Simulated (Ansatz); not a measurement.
Input file:

```yaml
crystal:
  periodic: [false, false, false]
  atoms:
    - {symbol: Sn, position_ang: [0.000000, 0.000000, 0.000000]}
    - {symbol: H, position_ang: [0.978777, 0.987165, 0.985128]}
    - {symbol: H, position_ang: [-0.988972, -0.979870, 0.982225]}
    - {symbol: H, position_ang: [-0.978395, 0.980215, -0.992421]}
    - {symbol: H, position_ang: [0.988590, -0.987510, -0.974932]}
basis:
  gaussian: {orbitals: def2-SVP}
total_charge: 1
magnetization: {spin_polarized: true, initial_magnetization: 1}
correlation: {method: ccsdtq, electrons: outside_noble_gas}
```

```sh
$ ansatz run in.yaml --threads 2 --pin off --events-out ev --progress --plain --max-ram 16896MiB --backend cuda --devices 0, --max-vram 18GiB
```

Problem. Roughly how long does this take on 2 threads of AMD EPYC 7R13 with a shared H100 80 GB, shared host, and how much host memory?

Solution. 57 s wall and 0.87 GiB.

```
979 factors; integrals over basis functions are off by at most 1.2e-7 eV
mean field evaluation 1: about -5855.6206 eV, gradient 8.2e0 eV
mean field evaluation 2: about -5855.6280 eV, gradient 8.2e0 eV
mean field evaluation 4: about -5856.5805 eV, gradient 1.4e0 eV
mean field evaluation 8: about -5856.6332 eV, gradient 2.8e-4 eV
mean field evaluation 16: about -5856.6489 eV, gradient 1.8e0 eV
mean field evaluation 32: about -5856.6329 eV, gradient 1.3e-1 eV
mean field evaluation 64: about -5856.2238 eV, gradient 1.4e-4 eV
mean field evaluation 96: about -5856.7068 eV, gradient 1.5e-1 eV
mean field evaluation 128: about -5856.7085 eV, gradient 7.8e-2 eV
mean field evaluation 160: about -5856.7088 eV, gradient 5.8e-3 eV
mean field evaluation 192: about -5856.6347 eV, gradient 1.9e-1 eV
mean field evaluation 224: about -5856.6332 eV, gradient 5.6e-4 eV
mean field -5856.70883088 eV, -215.2300797151 hartree, gradient 2.7e-6 eV, S^2 0.762575; 14 other end points of the search recorded, 0 dependent functions left out
determinant -5856.70883088 eV, -215.2300797151 hartree, with singles and doubles -5859.66477691 eV, -215.3387087280 hartree
determinant -5856.63315405 eV, -215.2272986429 hartree, with singles and doubles -5859.67899102 eV, -215.3392310868 hartree
determinant -5856.22382448 eV, -215.2122560586 hartree, with singles and doubles -5859.64282686 eV, -215.3379020787 hartree
determinant -5856.70883088 eV, -215.2300797151 hartree, with singles and doubles -5859.66387514 eV, -215.3386755886 hartree
determinant -5856.63315405 eV, -215.2272986429 hartree, with singles and doubles -5859.66390267 eV, -215.3386766005 hartree
determinant -5856.22382448 eV, -215.2122560586 hartree, with singles and doubles -5859.62306454 eV, -215.3371758268 hartree
9 core orbitals not correlated: weight in the atoms' cores, before any rotation towards them, 0.994 or more for the frozen orbitals, at most 0.003 for the correlated occupied ones
reference -5856.70883088 eV, -215.2300797151 hartree; 4, 3 occupied and 33, 34 virtual orbitals, 979 factors
second order -2.21385296 eV of doubles, -0.00000000 eV of singles
cycle   1  -2.69275270 eV  change   -4.8e-1 eV  update   6.5e-2
cycle   2  -2.99331448 eV  change   -3.0e-1 eV  update   3.3e-2
cycle   3  -3.02142585 eV  change   -2.8e-2 eV  update   1.4e-2
cycle   4  -3.04004427 eV  change   -1.9e-2 eV  update   8.3e-3
cycle   5  -3.04395705 eV  change   -3.9e-3 eV  update   3.6e-3
cycle   6  -3.04416719 eV  change   -2.1e-4 eV  update   1.2e-3
cycle   7  -3.04463509 eV  change   -4.7e-4 eV  update   5.3e-4
cycle   8  -3.04480665 eV  change   -1.7e-4 eV  update   1.9e-4
cycle   9  -3.04471594 eV  change    9.1e-5 eV  update   8.7e-5
cycle  10  -3.04471957 eV  change   -3.6e-6 eV  update   4.0e-5
cycle  11  -3.04473119 eV  change   -1.2e-5 eV  update   2.5e-5
cycle  12  -3.04473344 eV  change   -2.3e-6 eV  update   1.5e-5
cycle  13  -3.04472917 eV  change    4.3e-6 eV  update   9.4e-6
cycle  14  -3.04472462 eV  change    4.6e-6 eV  update   5.0e-6
cycle  15  -3.04472337 eV  change    1.3e-6 eV  update   1.8e-6
cycle  16  -3.04472344 eV  change   -7.0e-8 eV  update   1.2e-6
cycle  17  -3.04472356 eV  change   -1.3e-7 eV  update   8.3e-7
Total energy: -5859.75355445 eV, -215.3419712423 hartree
```
